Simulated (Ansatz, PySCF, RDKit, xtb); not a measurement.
# Solving [CH5B2]−, step by step

Task: start from the formula [CH5B2]− (charge -1), draw up candidate structures, narrow them down in stages, and characterise the one that lies lowest at 298.15 K.

Plan: many cheap relaxations first (GFN2-xTB), then density-functional screening, relaxation at B3LYP-D3(BJ)/def2-SVPD, vibrations and a final energy. The numbers are computed, not measured.

7 further runs of the same task are left out: 7 set aside as unsound or not needed.

## (1) Candidates

All bonding patterns within simple valence rules are listed by program: one Lewis structure each, at most two rings and one unusual centre or charged pair. O–O, O–halogen and N–halogen bonds and N–N–N chains are not drawn. That gives 17 candidates.

c244 B=[BH-]C; c262 [BH+][BH2-][CH2-]; c294 B[BH-]=C; c304 BC=[BH2-]; c311 [B][BH2-]C; c346 [B]C[BH3-]; c434 B1[BH2-]C1; c518 [BH2-]=BC; c569 [BH2-]=[C+][BH3-]; c662 [BH2-]1[BH2-][CH+]1; c667 [BH3-][BH-]=[CH+]; c694 [BH3-]B=C; c839 B=C[BH3-]; c859 B[BH2-][CH] (triplet); c882 B[BH2-][CH]; c904 [B][BH2-]C (triplet); c986 [B]C[BH3-] (triplet).

Candidates are built by distance geometry, with a force field where one applies, in up to four conformers (letters a to d). 8 starts with atoms placed at random are added, to find patterns that the rules miss.

**Question.** With final energies at CCSD(T)/def2-SVPD + MP2/def2-TZVPPD - MP2/def2-SVPD, which structure will this search put lowest in free energy, and by what margin?

| quantity | value |
| --- | --- |
| lowest structure found | BC=[BH2-], singlet, C2v |
| next finalist | [BH3-]B=C, singlet, 18.0 kcal/mol higher in G |
| share at equilibrium, among the finalists | 100.0 % |
| harmonic wavenumbers, lowest and highest (B3LYP-D3(BJ)/def2-SVPD) | 219 and 3004 cm⁻¹ |
| rotational constants, same geometry | 1.572, 0.3173, 0.264 cm⁻¹ |
| HOMO energy (PBE0/def2-TZVPD) | -1.23 eV |
| LUMO energy (PBE0/def2-TZVPD) | 3.75 eV |
| HOMO–LUMO gap (to an unbound level, set by the basis) (PBE0/def2-TZVPD) | 4.98 eV |
| lowest excitation (TD-PBE0/def2-SVPD) | 4.76 eV (f = 0.353) |
| lowest triplet excitation, same level, Tamm-Dancoff | 3.01 eV |
| vertical detachment energy | 3.12 eV |
| vertical triplet less singlet | +3.00 eV |

The search ends on `BC=[BH2-]`. The margin of 18.0 kcal/mol over the next finalist is beyond the usual error of the last level; it says nothing of structures that weren't ranked. GFN2-xTB, HF/STO-3G, r2SCAN-D4/def2-SVPD, B3LYP-D3(BJ)/def2-SVPD, HF/def2-SVPD and MP2/def2-SVPD already put its bonding pattern lowest among the structures in one piece. In an anion, excitations above the detachment energy lie in the continuum and hang on the basis, so they needn't be bound states. The search is not exhaustive (a finite list of starts, one conformer a finalist), so a lower isomer can't be ruled out. Patterns outside the rules of the enumeration were met only by chance.
